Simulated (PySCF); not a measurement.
C₄H₅F.
SMILES with atom numbers: `[F:1][CH:2]=[C:3]1[CH2:4][CH2:5]1` (hydrogens: H6 on C2; H7, H8 on C4; H9, H10 on C5)

The same species was optimised twice, with GFN2-xTB and with PBE0-D3(BJ)/def2-SVP (PySCF), and the same property calculations (PySCF, gas phase) were run on both structures.

```tsv
coordinate	GFN2-xTB	PBE0-D3(BJ)/def2-SVP	change
F1–C2 (Å)	1.354	1.334	-0.020
C4–H8 (Å)	1.081	1.096	+0.015
C5–H10 (Å)	1.081	1.096	+0.015
C4–H7 (Å)	1.081	1.096	+0.015
C5–H9 (Å)	1.081	1.096	+0.015
C2–H6 (Å)	1.080	1.094	+0.014
C2=C3 (Å)	1.305	1.317	+0.012
C4–C5 (Å)	1.513	1.523	+0.010
C3–C5 (Å)	1.465	1.460	-0.005
C3–C4 (Å)	1.464	1.462	-0.002
C3–C2–H6 (°)	126.3	124.5	-1.8
F1–C2–H6 (°)	111.7	112.8	+1.1
C5–C4–H8 (°)	118.6	117.8	-0.8
H9–C5–H10 (°)	113.6	114.2	+0.6
C4–C3–C5 (°)	62.2	62.8	+0.6
H7–C4–H8 (°)	113.6	114.2	+0.6
F1–C2–C3 (°)	122.0	122.6	+0.6
C2–C3–C5 (°)	149.8	149.2	-0.6
```

Rotational constants: A = 15983, B = 3176, C = 2744 MHz (GFN2-xTB) against A = 15921, B = 3170, C = 2741 MHz (PBE0-D3(BJ)/def2-SVP). Point groups within 0.08 Å: Cs and Cs.

On the GFN2-xTB structure: F1s of F1 (eV) 692.53 [delta-SCF UKS SCAN, pcX-2 on the ionised atom, pcseg-1 elsewhere, spin-free X2C]; C1s of C2 (eV) 292.57 [delta-SCF UKS SCAN, pcX-2 on the ionised atom, pcseg-1 elsewhere, spin-free X2C]; C1s of C3 (eV) 290.64 [delta-SCF UKS SCAN, pcX-2 on the ionised atom, pcseg-1 elsewhere, spin-free X2C]; C1s of C4 (eV) 291.16 [delta-SCF UKS SCAN, pcX-2 on the ionised atom, pcseg-1 elsewhere, spin-free X2C]; C1s of C5 (eV) 291.11 [delta-SCF UKS SCAN, pcX-2 on the ionised atom, pcseg-1 elsewhere, spin-free X2C].

Q: What do these properties become on the PBE0-D3(BJ)/def2-SVP structure?

A: 
```tsv
property	level	on GFN2-xTB	on PBE0-D3(BJ)/def2-SVP	change
F1s of F1 (eV)	delta-SCF UKS SCAN, pcX-2 on the ionised atom, pcseg-1 elsewhere, spin-free X2C	692.53	692.75	+0.22
C1s of C2 (eV)	delta-SCF UKS SCAN, pcX-2 on the ionised atom, pcseg-1 elsewhere, spin-free X2C	292.57	292.61	+0.04
C1s of C3 (eV)	delta-SCF UKS SCAN, pcX-2 on the ionised atom, pcseg-1 elsewhere, spin-free X2C	290.64	290.63	-0.01
C1s of C4 (eV)	delta-SCF UKS SCAN, pcX-2 on the ionised atom, pcseg-1 elsewhere, spin-free X2C	291.16	291.17	+0.01
C1s of C5 (eV)	delta-SCF UKS SCAN, pcX-2 on the ionised atom, pcseg-1 elsewhere, spin-free X2C	291.11	291.10	-0.01
```

The heavy atoms differ by 0.008 Å rms after alignment. Among all bonds F1–C2 changes most (-0.020 Å). Changes are differences of the printed values. Neither structure is proved a minimum here.
